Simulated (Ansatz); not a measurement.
**B2O (triplet): wave-function methods side by side, def2-TZVPP**

An exercise on one series of results from a longer session: the logs are not shown, and one member is left open.

Computed with Ansatz 0.2.0, Gaussian basis. Level: def2-TZVPP, core rule «outside noble gas», up to 3 orbitals frozen.

The runs, in order: UHF; ROHF; CCSD(T) on UHF.

2 further runs of the same task are left out: 2 set aside as unsound or not needed.

### What is computed

The geometry is a PBE0/def2-TZVP stationary point (not a proven minimum) of the parent state, kept for this charge and spin.

3 atoms, charge 0, spin multiplicity 3.

Atoms are counted from 1 here; the program's logs count them from 0.

Bond lengths: B1–B2 1.789 Å, B2–O3 1.202 Å. Angles: B1–B2–O3 180.0°.

Set-up of the first run:

File in.yaml:

```yaml
crystal:
  periodic: [false, false, false]
  atoms:
    - {symbol: B, position_ang: [0.000000, 0.000000, 1.593267]}
    - {symbol: B, position_ang: [0.000000, 0.000000, -0.195733]}
    - {symbol: O, position_ang: [0.000000, 0.000000, -1.397533]}
basis:
  gaussian: {orbitals: def2-TZVPP}
magnetization: {spin_polarized: true, initial_magnetization: 2}
hamiltonian: {xc: hf}
output: {orbitals: {seedname: orbitals}}
```

Started as:

```sh
$ ansatz run in.yaml --threads 1 --pin off --events-out ev --progress --plain --max-ram 4096MiB --backend cpu
```

Steps of the session up to this table: UHF; ROHF; CCSD(T) on UHF.

One of the session's tables, all rows but one given; the rest of the session is left out.

It belongs to the step «Misses and costs». 

```
  method  from UCCSD(T) (meV)
    ROHF             +10432.7
     UHF             +10390.0
    UMP2               +762.0
   UCCSD                    ?
UCCSD(T)                    0
```

**Question.** Estimate the row for UCCSD.

**Answer.** from UCCSD(T) (meV): +474.0. In the column «from UCCSD(T) (meV)» it lies between UCCSD(T) (0) and UMP2 (+762.0).
